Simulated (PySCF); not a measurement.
## Cost against result

Saddle point of SiH₂ClF, singlet (SiHF ([F][SiH]) + HCl → SiHCl ([SiH][Cl]) + HF; bonds formed: Si1–Cl5, F2–H3; bonds broken: Si1–F2, H3–Cl5), PBE0-D4/def2-TZVP structure:

```
5
angstrom
Si -0.5134 -0.9468 0.3597
F 0.9535 -0.5123 -0.6551
H 0.8886 0.5398 -0.0559
H -1.4536 -0.3382 -0.6719
Cl 0.1248 1.2574 1.0233
```

Barriers are electronic and count from the start structure reached by relaxing down the imaginary mode.

Computed with PySCF 2.14 with density fitting (its default auxiliary sets; JK sets also for MP2 and CCSD(T)) (basis: as named in each row); correlated methods freeze the cores. B3LYP uses VWN-RPA correlation. Extrapolation: Hartree–Fock as exp(−7.88 √X), correlation as X^−2.97.

Times are rough, for one single point on 4 threads of a shared host (AMD EPYC 7B13).

The estimate by CCSD(T) at an estimated basis limit (MP2 extrapolated from triple and quadruple zeta, plus CCSD(T) − MP2 in triple zeta) is 13.42 kcal/mol.

```
   method       basis  time (s)  barrier (kcal/mol)  method less estimate
       HF      STO-3G   under 1              -14.62                -28.04
      MP2  def2-QZVPP         2               11.85                 -1.57
 B3LYP-D4       6-31G         2                3.74                 -9.68
  PBE0-D4    def2-SVP         2                5.97                 -7.45
   PBE-D4    def2-SVP         2                2.99                -10.43
    SPW92  def2-TZVPP         3                1.63                -11.79
  CCSD(T)    def2-SVP         3               12.93                 -0.49
 B3LYP-D4  def2-TZVPP         4               12.47                 -0.95
  PBE0-D4  def2-TZVPP         4                9.71                 -3.71
 BHLYP-D4  def2-TZVPP         4               15.82                  2.40
   PBE-D4  def2-TZVPP         4                6.94                 -6.48
r2SCAN-D4  def2-TZVPP         6                9.18                 -4.24
  CCSD(T)  def2-TZVPP        40               14.11                  0.69
  wB97M-V  def2-TZVPP        72               12.21                 -1.22
```

All methods are single points on the PBE0-D4 structures; a negative value means that the method puts the saddle structure below the start.

T1 diagnostic: at most 0.013.

Labels in which every atom is bracketed show which atoms are joined, not bond orders.
